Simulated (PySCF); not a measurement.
Where the electron goes

Species: BH2F.
Structure used (PBE0-D3(BJ)/def2-SVP), in Å, numbered top down from 1:
```xyz
4
BFH2 angstrom
B      0.024    0.039    0.000
H      1.231   -0.042    0.016
H     -0.587    1.082   -0.020
F     -0.668   -1.080    0.005
```

Method: PySCF, TDDFT CAM-B3LYP/def2-SVPD, vertical, gas phase, core orbitals frozen in the response.

Frontier orbitals with the atoms that hold most of them (Löwdin shares over 4%, at most four atoms; ? is withheld):

```
orbital  ε (eV)                           atoms
 HOMO-3  -15.39    F4 74%, B1 17%, H3 4%, H2 4%
 HOMO-2  -14.95                  F4 88%, B1 11%
 HOMO-1  -14.30  B1 40%, H2 20%, H3 20%, F4 20%
   HOMO  -10.87                               ?
   LUMO   -0.11                               ?
 LUMO+1    1.27     B1 83%, F4 9%, H2 4%, H3 4%
 LUMO+2    2.75  B1 39%, F4 25%, H2 18%, H3 18%
```

(1) Give the leading atoms of the HOMO.

(2) Which atoms hold the LUMO, and with what shares?

(3) The HOMO–LUMO gap is 10.77 eV. Where does the response calculation put the lowest singlet, and from which orbitals?

(4) One configuration dominates each of S1, S2, S3 and S6. Which, and how do the shares of the two leading atoms of either orbital change from the occupied to the empty one?

Answers

(1) B1 (bonded to F and 2 H) 36%; F4 (bonded to B) 24%; H3 (bonded to B) 20%; H2 (bonded to B) 20%. By element: hydrogen 40%, boron 36%, fluorine 24%.

(2) B1 (bonded to F and 2 H) 56%; F4 (bonded to B) 19%; H2 (bonded to B) 12%; H3 (bonded to B) 12%. By element: boron 56%, hydrogen 25%, fluorine 19%.

(3) S1 is at 6.02 eV (f = 0.0000), 4.75 eV below the gap, made of HOMO→LUMO (99%). Without the coupling terms of the response equations the lowest excitation would equal the gap.

(4) 
- S1 (6.02 eV, f 0.0000), HOMO→LUMO (99%): B1 36% → 56%, F4 24% → 19%
- S2 (8.92 eV, f 0.047), HOMO→LUMO+1 (94%): B1 36% → 83%, F4 24% → 9%
- S3 (9.93 eV, f 0.094), HOMO-1→LUMO (96%): B1 40% → 56%, H2 20% → 12%, F4 20% → 19%
- S6 (11.02 eV, f 0.062), HOMO-2→LUMO (88%): F4 88% → 19%, B1 11% → 56%
